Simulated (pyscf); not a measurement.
PySCF, gas phase, ωB97X-D3(BJ)/def2-SVP geometries. MP2 and CC: frozen core, UHF for open shells. ΔMP2 is the change of the MP2 total energy from the triple- to the quadruple-zeta basis.

Q: For GeH₃• + HCl → Cl–GeH₃ + H•, an atom transfer (doublet surface; Cl–H broken, Cl–Ge formed), PBE/def2-TZVP gives ΔE‡ = 48.8 kJ/mol and ΔE = +28.8 kJ/mol (zero: the separated reactants). In which direction and how far do B3LYP-D3(BJ)/def2-TZVP, M06-2X/def2-TZVP, CCSD(T)/def2-TZVPP + ΔMP2(QZVPP) move these?

A: B3LYP-D3(BJ): ΔE‡ = 63.2 kJ/mol, ΔE = +34.7 kJ/mol; M06-2X: ΔE‡ = 83.9 kJ/mol, ΔE = +26.4 kJ/mol; CCSD(T): ΔE‡ = 86.1 kJ/mol, ΔE = +30.8 kJ/mol. PBE's barrier lies under all of them, by 14.4 to 37.3 kJ/mol. Its reaction energy lies among theirs. Low barriers are usual for a GGA, whose delocalisation error favours stretched bonds. One saddle was located; it need not be the lowest between these sides. The angle at the transferred Cl is 180°. The CCSD(T) − MP2 part came from Ansatz, without density fitting, on the same reference. The frozen core leaves the outer d or s,p core shells of the metals and heavy elements correlated in the MP2 and CC values, and def2-TZVPP describes them poorly, which can shift differences by a few kcal/mol. Elements up to Kr have no core potential and no relativistic terms here.
